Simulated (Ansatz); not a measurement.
Worked example: B–GaH–Cl⁺, doublet against B–GaH–Cl, triplet

Geometry (PBE0/def2-TZVP stationary point of a triplet), kept for both states (B–GaH–Cl, triplet: A''; B–GaH–Cl⁺, doublet: A'):

| atom | x (Å) | y (Å) | z (Å) |
| --- | --- | --- | --- |
| B | 0.0000 | -1.3720 | 1.7116 |
| Ga | 0.0000 | 0.2888 | 0.5213 |
| Cl | 0.0000 | -0.2003 | -1.5744 |
| H | 0.0000 | 1.7813 | 0.9570 |

Basis cc-pVDZ; Ansatz 0.2.0. Only valence electrons are correlated (noble-gas cores and the filled d shells of p-block atoms frozen). R marks a restricted (for open shells ROHF) determinant, U an unrestricted one. No spin–orbit coupling is included, and no scalar relativity.

Full CI isn't at hand for all of this; UCCSDT(Q) serves as the reference, and is uncertain by the last step of the cluster series or more.

```json
{"level": "UHF", "E(B–GaH–Cl, triplet) (hartree)": "-2407.917917", "E(B–GaH–Cl⁺, doublet) (hartree)": "-2407.620803"}
{"level": "UMP2", "E(B–GaH–Cl, triplet) (hartree)": "-2408.141790", "E(B–GaH–Cl⁺, doublet) (hartree)": "-2407.836330"}
{"level": "UCCSD(T)", "E(B–GaH–Cl, triplet) (hartree)": "-2408.185683", "E(B–GaH–Cl⁺, doublet) (hartree)": "-2407.882099"}
{"level": "PBE", "E(B–GaH–Cl, triplet) (hartree)": "-2409.835685", "E(B–GaH–Cl⁺, doublet) (hartree)": "-2409.526339"}
{"level": "wB97M-V", "E(B–GaH–Cl, triplet) (hartree)": "-2410.219982", "E(B–GaH–Cl⁺, doublet) (hartree)": "-2409.912286"}
{"level": "UCCSDT(Q)", "E(B–GaH–Cl, triplet) (hartree)": "-2408.187571", "E(B–GaH–Cl⁺, doublet) (hartree)": "-2407.884101"}
```

Problem. Give the vertical gap, B–GaH–Cl⁺ doublet less B–GaH–Cl triplet, at each level in eV (1 hartree = 27.2114 eV), and each error against UCCSDT(Q).

Solution. UCCSDT(Q): (-2407.884101 − (-2408.187571)) × 27.2114 = 8.258 eV (the reference)
wB97M-V: (-2409.912286 − (-2410.219982)) × 27.2114 = 8.373 eV, error 0.115 eV
PBE: (-2409.526339 − (-2409.835685)) × 27.2114 = 8.418 eV, error 0.160 eV
UCCSD(T): (-2407.882099 − (-2408.185683)) × 27.2114 = 8.261 eV, error 0.003 eV
UMP2: (-2407.836330 − (-2408.141790)) × 27.2114 = 8.312 eV, error 0.054 eV
UHF: (-2407.620803 − (-2407.917917)) × 27.2114 = 8.085 eV, error -0.173 eV

Total energies of functionals can't be set beside those of wave-function methods, since they hold the core's correlation and their own absolute errors; only the differences compare.

In so small a basis the reference is far from its limit while semilocal and hybrid functionals are nearer theirs, so the functionals' errors here hold much of the reference's basis and frozen-core error, which can add to them or hide them.

Each level lands on the state that its own search finds. T1 diagnostics of restricted CCSD: 0.025 and 0.031.
